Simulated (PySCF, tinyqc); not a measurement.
RHF in the sto-3g basis, for BH, spin multiplicity 1, step by step. The lowest restricted solution is unstable here: a spin-polarised one lies 0.0199 hartree lower (PySCF). One step of it, computed by the program tinyqc.

Question. Orthogonalisation. S = U s U^T; symmetric (Loewdin) form X = U s^(-1/2) U^T, so that X^T S X = 1.

overlap S, lower triangle:
```
           1B 1s     1B 2s    1B 2px    1B 2py    1B 2pz     2H 1s
1B 1s   1.000000
1B 2s   0.269328  1.000000
1B 2px  0.000000  0.000000  1.000000
1B 2py  0.000000  0.000000  0.000000  1.000000
1B 2pz  0.000000  0.000000  0.000000  0.000000  1.000000
2H 1s   0.012513  0.179059  0.000000  0.000000  0.226613  1.000000
```

Give: eigenvalues of S; X.

Answer.

eigenvalues of S: 0.650  0.822  1.000  1.000  1.165  1.362

X, lower triangle:
```
         1B 1s   1B 2s  1B 2px  1B 2py  1B 2pz  2H 1s
1B 1s    1.029
1B 2s   -0.143   1.043
1B 2px   0.000   0.000   1.000
1B 2py   0.000   0.000   0.000   1.000
1B 2pz  -0.003   0.017   0.000   0.000   1.021
2H 1s    0.013  -0.098   0.000   0.000  -0.120  1.034
```
